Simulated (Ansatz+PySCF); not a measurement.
singlet H2F2: levels of theory in one basis

```yaml
atoms:
  - { symbol: F, position_ang: [0.0000, -0.3535, -1.0985] }
  - { symbol: H, position_ang: [0.0000, 0.4188, -0.7347] }
  - { symbol: F, position_ang: [0.0000, 0.3535, 1.0985] }
  - { symbol: H, position_ang: [0.0000, -0.4188, 0.7347] }
```

Basis set: def2-SVP (spherical functions). Correlated methods keep 2 orbitals frozen. Charge 0, multiplicity 1.

Computed with Ansatz (development build ahead of 0.2.0); each method stands on the lowest determinant of its kind that the runs found.

| method | E − E(RHF) (eV) | <S²> of the determinant |
| --- | --- | --- |
| RHF | 0.00 | 0.00 |
| RHF-CCSD | -11.08 | – |
| RHF-CCSD(T) | -11.19 | – |

Problem. What does RHF-MP2 give on the same scale?

Solution. -10.81 eV.

Problem. Is a single determinant a sound starting point here?

Solution. By this sign, yes. Unrestricted orbitals gain 0.00 eV and <S²> is 0.00 against 0.00 for a pure state.
